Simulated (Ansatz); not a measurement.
We consider zinc-blende HgS (metastable phase), described by HSE06 (Ansatz, a first-principles code, PAW).

Settings: plane-wave cutoff 460 eV, 8×8×8 k mesh, Fermi–Dirac smearing 0.01 eV, scalar-relativistic PAW data made under PBE.

On both sides of the equilibrium volume: at 25.489 Å³/atom the pressure is 1.16 GPa and the direct gap at Γ 0.394 eV; at 26.613 Å³/atom they are -1.37 GPa and 0.322 eV. The fitted bulk modulus is 59.4 GPa.

**Question.** Work out the volume deformation potential of this gap and its pressure coefficient, in two ways.

**Answer.** a_V = dE_g/d ln V = (0.322 − 0.394)/ln(26.613/25.489) = -1.67 eV. Since dP = −B d ln V, dE_g/dP = −a_V/B = 28 meV/GPa. Straight from the pressures: (0.394 − 0.322)/(1.16 − (-1.37)) = 28 meV/GPa. At this level and over this range the gap at Γ widens under pressure.

Spin–orbit coupling is not included.
